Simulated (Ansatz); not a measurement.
P2H4: methods side by side

P2H4 has 6 atoms, charge 0, and is taken as a singlet. Geometry: relaxed at GFN2-xTB.

```tsv
atom	x (Å)	y (Å)	z (Å)
P	-0.2831	-0.1749	-1.0253
P	0.2836	0.1730	1.0229
H	-1.6380	0.0643	-0.7862
H	-0.4417	-1.5496	-0.8459
H	1.6393	-0.0621	0.7896
H	0.4401	1.5493	0.8448
```

Each level gives the electronic atomisation energy (eV). The values are calculated. Electronic energies at fixed atoms, without zero-point motion or spin-orbit coupling.

```csv
level,kind,program,value (eV),less FCI/STO-3G,CPU time (all runs)
BLYP/STO-3G,GGA,Ansatz,21.50,+4.03,1.7 s
r2SCAN/STO-3G,meta-GGA,Ansatz,20.84,+3.37,4.9 s
r2SCAN0/STO-3G,hybrid meta-GGA,Ansatz,20.33,+2.86,4.7 s
HSE06/STO-3G,range-separated hybrid,Ansatz,20.81,+3.34,2.3 s
wB97M-V/STO-3G,range-separated hybrid,Ansatz,21.99,+4.52,25 s
RPA@PBE/STO-3G,RPA,Ansatz,18.01,+0.54,2.3 s
MP2/STO-3G,perturbation theory,Ansatz,16.57,-0.90,0.19 s
CCSD/STO-3G,coupled cluster or CI,Ansatz,17.45,-0.02,0.28 s
CCSDT/STO-3G,coupled cluster or CI,Ansatz,17.47,0.00,0.48 s
FCI/STO-3G,exact in the basis,Ansatz,17.47,0.00,2.7 s
```

FCI/STO-3G is exact within its basis and frozen core, so for wave-function methods in that basis the difference is their error; functionals converge differently with the basis, so for them it is only a difference. The values span 16.57 to 21.99 eV. All rows use very small basis sets, so none should be taken for the real molecule's value. In so small a basis fixed costs decide the times, and correlated methods can beat functionals. Times are those of the runs behind each value, whatever else they computed, on shared processors of several kinds: orders of magnitude only.
